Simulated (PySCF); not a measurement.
These are PySCF with PBE-D3(BJ)/def2-TZVP // PBE0-D3(BJ)/def2-TZVP values and carry that method's errors. All species are isolated molecules in the gas phase. One relaxed conformer stands for a flexible species; it need not be the lowest. Excitations are Tamm–Dancoff values on a coarser integration grid. The basis has no diffuse functions, so Rydberg states are missing or too high.

Reference species (SMILES): `[OH][Al]([F])[F]` (H–O–Al–F torsion 0°) (neutral, multiplicity 1).

```
Item                   Result
-------------------  --------
HOMO–LUMO gap         6.23 eV
HOMO                 -8.19 eV
T1 excitation (TDA)   5.98 eV
LUMO                 -1.97 eV
```

After one change: the HOMO–LUMO gap rises by 1.01 eV; the HOMO decreases by 1.43 eV; the T1 excitation (TDA) rises by 1.14 eV; the LUMO decreases by 0.42 eV.

Question: Which change was made? The new species is one of these.
A. `[OH][Al]([OH])[OH]`
B. `[F][Al]([F])[F]`
C. `[OH][Al]([OH])[F]` (H–O–Al–F torsion 180°, F–Al–O–H torsion 0°)

Answer: B, `[F][Al]([F])[F]`
